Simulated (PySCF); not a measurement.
Stretching F₂⁺

Set-up: F 6-311G(d,p); no relativity (PySCF 2.14). Energies in eV from F⁺ + F in their ground configurations at the same level. All curves are PBE0. state 1: ²Πg (doublet), unpaired electrons π ↑; state 2: ⁴Σu⁻ (quartet), unpaired electrons σ ↑, π ↑↑, a second solution, started from another occupation.

```json
{"R (Å)": "1.099", "state 1": "-1.813", "state 2": "7.476"}
{"R (Å)": "1.150", "state 1": "-2.556", "state 2": "4.899"}
{"R (Å)": "1.201", "state 1": "-2.967", "state 2": "2.959"}
{"R (Å)": "1.240", "state 1": "-3.113", "state 2": "1.836"}
{"R (Å)": "1.278", "state 1": "-3.154", "state 2": "0.948"}
{"R (Å)": "1.316", "state 1": "-3.116", "state 2": "0.250"}
{"R (Å)": "1.367", "state 1": "-2.971", "state 2": "-0.443"}
{"R (Å)": "1.431", "state 1": "-2.693", "state 2": "-1.015"}
{"R (Å)": "1.508", "state 1": "-2.277", "state 2": "-1.397"}
{"R (Å)": "1.610", "state 1": "-1.662", "state 2": "-1.574"}
```

Q: Put a parabola through the three lowest points of the state 1 curve and estimate Re, k and ωe (reduced mass 9.499 u; 1 eV/Å² = 0.16022 mdyn/Å; ωe = 1302.8·√(k/μ) cm⁻¹).

A: Through R = 1.24, 1.278, 1.316 Å the second-order coefficient is 27.4 eV/Å², so Re ≈ 1.279 Å, k ≈ 8.77 mdyn/Å and ωe ≈ 1251 cm⁻¹. A polynomial fit of higher order to the unrounded PBE0 energies gives Re = 1.277 Å, k = 8.80 mdyn/Å, ωe = 1254 cm⁻¹; anharmonicity and rounding make the difference.

The higher-order fit for each curve: state 1: Re = 1.277 Å, ωe = 1254 cm⁻¹, De = 3.15 eV; state 2: Re = 1.630 Å, ωe = 737 cm⁻¹, minimum 1.58 eV below the ground-state fragments.

The state was picked by a PBE0 search and need not be the measured ground state.
